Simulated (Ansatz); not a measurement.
Method: r2SCAN-D4/def2-SVP (Ansatz, a quantum-chemistry and plane-wave program). No frequencies were computed at this level.

Ansatz 0.2 input:
```yaml
crystal:
  periodic: [false, false, false]
  atoms:
    - { symbol: Si, position_ang: [0.000554, 0.000109, 0.238309] }
    - { symbol: H, position_ang: [-0.286249, 1.384337, -0.080872] }
    - { symbol: H, position_ang: [-1.056353, -0.940133, -0.075722] }
    - { symbol: H, position_ang: [1.342048, -0.444312, -0.081716] }
basis:
  gaussian: { orbitals: def2-svp }
hamiltonian:
  xc: r2scan
  dispersion: d4
relax:
  max_steps: 150
magnetization:
  spin_polarized: true
  initial_magnetization: 1
```

Output:

```
Functional definition: r2SCAN
370 factors; their error is unknown
mean field evaluation 1: about -7920.9774 eV, gradient 6.3e0 eV
mean field evaluation 2: about -7921.3103 eV, gradient 2.2e0 eV
mean field evaluation 4: about -7921.3521 eV, gradient 1.0e-1 eV
mean field evaluation 8: about -7921.3186 eV, gradient 8.8e-3 eV
mean field -7921.31857701 eV, -291.1030884424 hartree, gradient 3.4e-5 eV, S^2 0.755772; 0 other end points of the search recorded, 0 dependent functions left out
reference -7921.31858555 eV, -291.1030887563 hartree; 9, 8 occupied and 24, 25 virtual orbitals, 370 factors
relax step   1: F+E_penalty+E_count = -7921.32614556 eV  Δ(F+E_penalty+E_count) = +0.000e0 eV  max|allowed force component| = 8.740e-1 eV/Å  Δτ_max = 0.0000 Å  (24 SCF iters, accepted)
these checks for a lower state are left out or cut short: starts, cluster_reference, orbital_swaps, neighbouring_geometries, increment
370 factors; their error is unknown
mean field evaluation 16: about -7921.4184 eV, gradient 3.9e-2 eV
mean field -7921.38488123 eV, -291.1055250776 hartree, gradient 5.6e-6 eV, S^2 0.754790; 0 other end points of the search recorded, 0 dependent functions left out
reference -7921.38488973 eV, -291.1055253902 hartree; 9, 8 occupied and 24, 25 virtual orbitals, 370 factors
relax step   2: F+E_penalty+E_count = -7921.39247066 eV  Δ(F+E_penalty+E_count) = -6.633e-2 eV  max|allowed force component| = 2.978e-1 eV/Å  Δτ_max = 0.0687 Å  (28 SCF iters, accepted)
these checks for a lower state are left out or cut short: starts, cluster_reference, orbital_swaps, neighbouring_geometries, increment
370 factors; their error is unknown
mean field -7921.39009503 eV, -291.1057166812 hartree, gradient 1.3e-5 eV, S^2 0.754328; 0 other end points of the search recorded, 0 dependent functions left out
reference -7921.39010348 eV, -291.1057169919 hartree; 9, 8 occupied and 24, 25 virtual orbitals, 370 factors
relax step   3: F+E_penalty+E_count = -7921.39769751 eV  Δ(F+E_penalty+E_count) = -5.227e-3 eV  max|allowed force component| = 9.955e-2 eV/Å  Δτ_max = 0.0381 Å  (28 SCF iters, accepted)
these checks for a lower state are left out or cut short: starts, cluster_reference, orbital_swaps, neighbouring_geometries, increment
370 factors; their error is unknown
mean field evaluation 32: about -7921.3911 eV, gradient 1.7e-5 eV
mean field -7921.39110943 eV, -291.1057539597 hartree, gradient 2.5e-5 eV, S^2 0.754540; 0 other end points of the search recorded, 0 dependent functions left out
reference -7921.39111792 eV, -291.1057542717 hartree; 9, 8 occupied and 24, 25 virtual orbitals, 370 factors
relax step   4: F+E_penalty+E_count = -7921.39870966 eV  Δ(F+E_penalty+E_count) = -1.012e-3 eV  max|allowed force component| = 2.225e-2 eV/Å  Δτ_max = 0.0172 Å  (28 SCF iters, accepted)
these checks for a lower state are left out or cut short: starts, cluster_reference, orbital_swaps, neighbouring_geometries, increment
370 factors; their error is unknown
mean field -7921.39118190 eV, -291.1057566230 hartree, gradient 1.0e-5 eV, S^2 0.754506; 0 other end points of the search recorded, 0 dependent functions left out
reference -7921.39119038 eV, -291.1057569348 hartree; 9, 8 occupied and 24, 25 virtual orbitals, 370 factors
relax step   5: F+E_penalty+E_count = -7921.39878187 eV  Δ(F+E_penalty+E_count) = -7.220e-5 eV  max|allowed force component| = 5.325e-4 eV/Å  Δτ_max = 0.0025 Å  (24 SCF iters, accepted)
370 factors; their error is unknown
mean field -7921.39118190 eV, -291.1057566230 hartree, gradient 1.0e-5 eV, S^2 0.754506; 1 other end points of the search recorded, 0 dependent functions left out
reference -7921.39119038 eV, -291.1057569348 hartree; 9, 8 occupied and 24, 25 virtual orbitals, 370 factors
Total energy: -7921.39879035 eV, -291.1060362285 hartree
Atom 0 at     0.000725     0.000483     0.330454 Å, force    -0.000008    -0.000034    -0.000388 eV/Å
Atom 1 at    -0.288871     1.396308    -0.111547 Å, force    -0.000112     0.000533     0.000122 eV/Å
Atom 2 at    -1.065298    -0.948352    -0.106435 Å, force    -0.000362    -0.000330     0.000136 eV/Å
Atom 3 at     1.353443    -0.448438    -0.112474 Å, force     0.000482    -0.000168     0.000129 eV/Å
Dipole moment:     0.000020     0.000012     0.008995 e Å
```

Cost: about 7 core-seconds (a rough figure).
